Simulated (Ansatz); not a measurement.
The inner images of a band of C$_{2}$H$_{5}$NS (9 atoms, charge 0, multiplicity 1) are given out of order.

Level of theory: RKS PBE0/6-31G* (Ansatz).

First end point:

```xyz
9
Properties=species:S:1:pos:R:3
C -0.647 0.844 -0.252
C 0.033 -0.499 -0.292
N 0.943 -0.703 0.671
S -0.321 -1.642 -1.436
H -0.514 1.346 -1.214
H -1.722 0.700 -0.111
H -0.270 1.496 0.544
H 1.432 -1.585 0.705
H 1.155 -0.004 1.367
```

Last end point:

```xyz
9
Properties=species:S:1:pos:R:3
C -0.650 0.862 -0.242
C 0.242 -0.306 0.082
N 1.090 -0.405 1.021
S 0.015 -1.674 -1.035
H -0.471 1.216 -1.262
H -1.705 0.572 -0.174
H -0.467 1.686 0.454
H 0.930 -2.455 -0.433
H 1.103 0.457 1.572
```

Question: Put them in order from the first end to the last, with their energies above the first end.
A.
```xyz
9
Properties=species:S:1:pos:R:3
C -0.664 0.875 -0.250
C 0.206 -0.319 0.032
N 1.065 -0.467 0.957
S 0.033 -1.721 -1.047
H -0.495 1.265 -1.260
H -1.727 0.621 -0.171
H -0.440 1.666 0.472
H 0.979 -2.324 -0.301
H 1.131 0.358 1.551
```
B.
```xyz
9
Properties=species:S:1:pos:R:3
C -0.665 0.869 -0.256
C 0.043 -0.458 -0.248
N 0.962 -0.702 0.692
S -0.261 -1.657 -1.357
H -0.519 1.336 -1.234
H -1.739 0.691 -0.151
H -0.345 1.569 0.524
H 1.362 -1.626 0.588
H 1.250 -0.069 1.425
```
C.
```xyz
9
Properties=species:S:1:pos:R:3
C -0.674 0.884 -0.257
C 0.173 -0.330 -0.015
N 1.042 -0.523 0.898
S 0.046 -1.758 -1.059
H -0.509 1.295 -1.259
H -1.741 0.649 -0.172
H -0.422 1.647 0.484
H 1.002 -2.162 -0.176
H 1.173 0.252 1.538
```
D.
```xyz
9
Properties=species:S:1:pos:R:3
C -0.676 0.890 -0.256
C 0.109 -0.370 -0.116
N 1.005 -0.631 0.788
S -0.008 -1.764 -1.131
H -0.516 1.320 -1.249
H -1.745 0.672 -0.166
H -0.397 1.626 0.503
H 1.077 -1.850 0.107
H 1.240 0.060 1.502
```
E.
```xyz
9
Properties=species:S:1:pos:R:3
C -0.678 0.888 -0.259
C 0.139 -0.345 -0.064
N 1.021 -0.576 0.841
S 0.041 -1.777 -1.080
H -0.515 1.312 -1.255
H -1.747 0.664 -0.170
H -0.408 1.633 0.494
H 1.023 -1.992 -0.046
H 1.212 0.147 1.521
```
F.
```xyz
9
Properties=species:S:1:pos:R:3
C -0.674 0.887 -0.254
C 0.084 -0.396 -0.162
N 0.995 -0.678 0.745
S -0.077 -1.738 -1.193
H -0.517 1.322 -1.245
H -1.743 0.676 -0.162
H -0.389 1.621 0.507
H 1.150 -1.734 0.267
H 1.260 -0.006 1.480
```
G.
```xyz
9
Properties=species:S:1:pos:R:3
C -0.672 0.882 -0.255
C 0.059 -0.424 -0.207
N 0.978 -0.694 0.714
S -0.162 -1.701 -1.268
H -0.519 1.328 -1.242
H -1.743 0.683 -0.159
H -0.375 1.607 0.512
H 1.248 -1.660 0.431
H 1.274 -0.065 1.458
```

Answer: B (+8.2 kJ/mol), G (+46.2 kJ/mol), F (+122.5 kJ/mol), D (+168.8 kJ/mol), E (+133.5 kJ/mol), C (+90.2 kJ/mol), A (+66.5 kJ/mol).

Time of the run: 3.5 min on 1 thread of Intel(R) Xeon(R) Processor @ 2.70GHz, with other jobs on the host, peak memory 0.15 GiB.
